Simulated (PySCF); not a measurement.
Predicted microwave data (PBE0/def2-SVPD in PySCF (dipole) on a GFN2-xTB geometry, gas phase) for one isomer of C3H7NS:

* Rotational constants: A = 9204, B = 2472, C = 1997 MHz
* Dipole components: |μa| = 5.05 D, |μb| = 0.25 D, |μc| = 0.00 D
* Inertial defect: -6.35 u·Å²
* κ: -0.87

Question: Which candidate fits, each taken in the one conformer that was computed?
A. `[NH2:1][CH2:2][CH2:3][CH:4]=[S:5]` with H–N1–C2–C3 56° and -66°, N1–C2–C3–C4 68°, C2–C3–C4–S5 99°
B. `[CH3:1][N:2]([CH3:3])[CH:4]=[S:5]` with C1–N2–C4–S5 180°

Answer: B. It is CN(C)C=S, an asymmetric top, point group Cs. The candidates at the same level (rigid rotor, commonest isotopes):

```csv
SMILES,A (MHz),B (MHz),C (MHz),μa (D),μb (D),μc (D),Δ (u·Å²),point group,rotor
NCCC=S,10802,1796,1730,1.82,0.66,1.59,-36.16,C1,near-prolate asymmetric top
CN(C)C=S,9204,2472,1997,5.05,0.25,0.00,-6.35,Cs,asymmetric top
```

`NCCC=S` has B 27 % too low. In the right answer the mirror of this Cs structure is the ab plane, so μc vanishes by symmetry. No structure here is proved a minimum.
